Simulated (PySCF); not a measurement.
# Assigning NMR signals

Atoms are numbered as in `[CH3:1][NH:2][CH:3]=[O:4]`. Hydrogens are named by the atom that carries them.

- PBE0-D3(BJ)/def2-TZVP geometry
- B97-2/pcSseg-2 with gauge-including orbitals
- program: PySCF 2.14
- one averaged value for each set of equivalent atoms, relativity neglected, one computed conformer, isolated molecule

Shifts are taken against calculated references (same method and geometry level): ¹³C (σ = 185.38 ppm), ¹H (σ = 31.64 ppm) against TMS.

Q: Assign these signals to the numbered atoms. ¹³C{¹H} NMR (computed): δ 163.1, 24.6.

A: 
```tsv
δ (ppm)	atoms	environment	reason
163.1	C3	amide carbonyl carbon	it is a carbonyl in resonance with an O or N lone pair, the region of acids, esters and amides
24.6	C1	methyl carbon bonded to N	–
```

Q: Assign these signals to the numbered atoms. ¹H NMR (500 MHz, computed): δ 8.30 (d, 1H), 4.42 (br, 1H), 2.93 (d, 3H).

A: 
```tsv
δ (ppm)	atoms	environment	reason
8.30	H(C3)	hydrogen on an amide carbonyl carbon	–
4.42	H(N2)	hydrogen on an amide-type nitrogen	exchangeable, gas-phase position
2.93	H(C1)	hydrogen on a methyl carbon bonded to N	its carbon carries N, an electronegative neighbour
```

OH and NH positions are those of a molecule without intermolecular hydrogen bonds; in solution they move with solvent, concentration and temperature, and exchange usually removes their couplings. Amide-type NH protons are broadened by 14N but still split neighbouring CH signals. Shifts are as computed. Against solution values, carbons near 30 ppm lie about +3 ppm off and those near 130 ppm about +7 ppm. Of 1211 compounds with measured shifts, 218 miss one by over three times the rms of a fit or turn the order of signals round; such compounds aren't used in these exercises. The C=O carbon of an acid or of an amide with N–H lies up to 10 ppm further downfield in solution, through hydrogen bonding that the calculation lacks. No couplings were computed; multiplicities are counted from neighbouring protons, with m where these are inequivalent, close in shift, in a saturated or five-membered ring or joined by F or P, and br s for small geminal =CH2 splittings.
